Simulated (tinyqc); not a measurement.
Inside a calculation. Method: Pariser-Parr-Pople SCF with singles CI, for the molecule N=CC=O (SMILES; centres numbered as the heavy atoms are written). Computed by tinyqc, a small Python program that keeps every step. Settings: charge = 0, gamma = Ohno, start = core, damping = 0.5, iteration cap = 84, excitations kept = 6. Command: `OMP_NUM_THREADS=1 python tinyqc.py 27652 27653 out.jsonl` (the two numbers bound the seeds that draw the settings). One thread of a shared host (Intel(R) Xeon(R) Processor @ 2.60GHz), about 0.01 s of CPU time with the checks. Later iterations appear only in the table of the cycle.

## PPP integrals

Centres (angstrom, eV; a flat drawing with bonds scaled to 1.40 angstrom):
```
centre          x          y  core charge z          W   gamma_rr
1N       1.848000  -0.127000              1  14.100000  12.300000
2C       0.559000   0.421000              1  11.160000  11.130000
3C      -0.559000  -0.421000              1  11.160000  11.130000
4O      -1.848000   0.127000              1  17.700000  15.200000
```

Resonance integrals (eV):
```
i  j       beta
1  2  -2.510000
2  3  -2.390000
3  4  -2.510000
```

Ohno: gamma = 14.399645/sqrt(R^2 + a^2), a = 2 x 14.399645/(gamma_rr + gamma_ss); H_rr = -W_r - sum_(s != r) z_s gamma_rs; H_rs = beta for bonds.

repulsion gamma_rs (eV), order 1N, 2C, 3C, 4O:
```
[[12.300000, 7.727166, 5.296663, 3.740274],
 [7.727166, 11.130000, 7.555018, 5.413077],
 [5.296663, 7.555018, 11.130000, 8.102761],
 [3.740274, 5.413077, 8.102761, 15.200000]]
```

core matrix H (eV), order 1N, 2C, 3C, 4O:
```
[[-30.864102, -2.510000, 0.000000, 0.000000],
 [-2.510000, -31.855261, -2.390000, 0.000000],
 [0.000000, -2.390000, -32.114442, -2.510000],
 [0.000000, 0.000000, -2.510000, -34.956112]]
```

## Starting guess

pi electrons, sum of z_r less the charge = 4

Orbitals of the core matrix H.

P at the start, order 1N, 2C, 3C, 4O:
```
[[0.545022, 0.775659, 0.308080, -0.310540],
 [0.775659, 1.144668, 0.581504, -0.198187],
 [0.308080, 0.581504, 0.676042, 0.679699],
 [-0.310540, -0.198187, 0.679699, 1.634268]]
```

## Iteration 1: Fock matrix

F_rr = H_rr + P_rr gamma_rr / 2 + sum_(s != r) P_ss gamma_rs; F_rs = H_rs - P_rs gamma_rs / 2; E = tr P (H + F) / 2 + core repulsion sum_(r<s) z_r z_s gamma_rs.

F (eV), order 1N, 2C, 3C, 4O:
```
[[-8.973802, -5.506821, -0.815899, 0.580752],
 [-5.506821, -7.319781, -4.586636, 0.536401],
 [-0.815899, -4.586636, -3.575399, -5.263720],
 [0.580752, 0.536401, -5.263720, -8.823159]]
```

pi energy = -59.377029 eV

## Iteration 1: orbitals and new P

Diagonalise F (the basis is taken as orthonormal) and form P = 2 sum c c over the lowest orbitals; 0.5 of the old P is kept.

orbital energies (eV): [-15.152712, -11.749777, -3.740529, 1.950877]

P after iteration 1, order 1N, 2C, 3C, 4O:
```
[[0.790145, 0.845535, 0.246391, -0.333219],
 [0.845535, 1.018931, 0.484606, -0.090490],
 [0.246391, 0.484606, 0.655054, 0.752663],
 [-0.333219, -0.090490, 0.752663, 1.535870]]
```

## Iteration 2: Fock matrix

As before.

F (eV), order 1N, 2C, 3C, 4O:
```
[[-8.917088, -5.776795, -0.652526, 0.623164],
 [-5.776795, -6.816601, -4.220605, 0.244914],
 [-0.652526, -4.220605, -4.141105, -5.559323],
 [0.623164, 0.244914, -5.559323, -9.504843]]
```

pi energy = -60.275655 eV

## Iteration 2: orbitals and new P

As before.

orbital energies (eV): [-15.170587, -12.499518, -3.258461, 1.548928]

P after iteration 2, order 1N, 2C, 3C, 4O:
```
[[0.940124, 0.884223, 0.207999, -0.333456],
 [0.884223, 0.937349, 0.420116, -0.029722],
 [0.207999, 0.420116, 0.642829, 0.797137],
 [-0.333456, -0.029722, 0.797137, 1.479698]]
```

## Convergence

Stop when output and input P, before any damping, agree to 1e-7.

Course of the cycle:
```
iteration        E (eV)  largest |P(out) - P(in)|
1          -59.37702901                  4.90e-01
2          -60.27565489                  3.00e-01
3          -60.83108920                  1.83e-01
4          -61.15220411                  1.12e-01
5          -61.33126501                  6.93e-02
6          -61.42898844                  4.31e-02
7          -61.48159109                  2.70e-02
8          -61.50964142                  1.70e-02
9          -61.52449895                  1.08e-02
10         -61.53232917                  6.94e-03
11         -61.53643987                  4.76e-03
...                 ...                       ...
33         -61.54093192                  2.63e-06
34         -61.54093192                  1.88e-06
35         -61.54093192                  1.34e-06
36         -61.54093192                  9.54e-07
37         -61.54093192                  6.80e-07
38         -61.54093192                  4.85e-07
39         -61.54093192                  3.46e-07
40         -61.54093192                  2.47e-07
41         -61.54093192                  1.76e-07
42         -61.54093192                  1.25e-07
43         -61.54093192                  8.95e-08
```

Converged in 43 iterations.

## Converged orbitals

Charges are z - P_rr.

orbital energies (eV): [-15.474386, -13.310518, -2.715112, 0.990940]

coefficients, order 1N, 2C, 3C, 4O:
```
[[0.412944, 0.648213, 0.544527, 0.335839],
 [0.461611, 0.428090, -0.485613, -0.606493],
 [0.511396, -0.224476, -0.519464, 0.646716],
 [0.595707, -0.588361, 0.444778, -0.318020]]
```

pi charges: [-0.181406, 0.207308, 0.376169, -0.402071]

## Singles CI, singlets

Over the 4 single excitations with the smallest orbital gaps: A = (e_a - e_i) delta + 2 (ia|jb) - (ij|ab), with (pq|rs) = sum c_mp c_mq gamma_mn c_nr c_ns. f = 2/3 w |mu|^2 in atomic units, mu = sqrt2 sum c_ia sum_m c_mi c_ma R_m.

singlet CI matrix (eV), order 2>3, 1>3, 2>4, 1>4:
```
[[5.980284, -0.163984, -0.015613, -0.515148],
 [-0.163984, 7.343323, -0.067910, 0.167956],
 [-0.015613, -0.067910, 8.457968, -0.070283],
 [-0.515148, 0.167956, -0.070283, 9.976514]]
```

singlet excitation energies (eV): [5.900606, 7.341075, 8.458336, 10.058071]

oscillator strengths: [1.033554, 0.037034, 0.006201, 0.155681]

## Singles CI, triplets

Over the 4 single excitations with the smallest orbital gaps: A = (e_a - e_i) delta - (ij|ab), with (pq|rs) = sum c_mp c_mq gamma_mn c_nr c_ns.

triplet CI matrix (eV), order 2>3, 1>3, 2>4, 1>4:
```
[[2.890491, -0.060576, -0.202526, -1.970809],
 [-0.060576, 4.975784, -1.970809, 0.689208],
 [-0.202526, -1.970809, 6.858527, 0.048119],
 [-1.970809, 0.689208, 0.048119, 8.534615]]
```

triplet excitation energies (eV): [2.260603, 3.661704, 8.049409, 9.287701]
